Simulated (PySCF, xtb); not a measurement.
CH6Si, SMILES C[SiH3].

Harmonic wavenumbers (cm⁻¹) from xtb with GFN2-xTB at its own minimum, in rising order: 160, 510, 510, 747, 789, 789, 799, 836, 836, 1374, 1491, 1491, 2252, 2253, 2261, 3034, 3034, 3038.

Q: What does PBE0-D3(BJ)/def2-TZVP (PySCF) give at its own minimum? (The exact figures need the calculation; the answer reports its results.)

A: 199, 514, 514, 707, 880, 880, 935, 952, 952, 1279, 1453, 1453, 2219, 2220, 2220, 3055, 3141, 3141. Paired by order, the mean absolute difference is 64 cm⁻¹ and the zero-point energies are 37.5 and 38.2 kcal/mol.
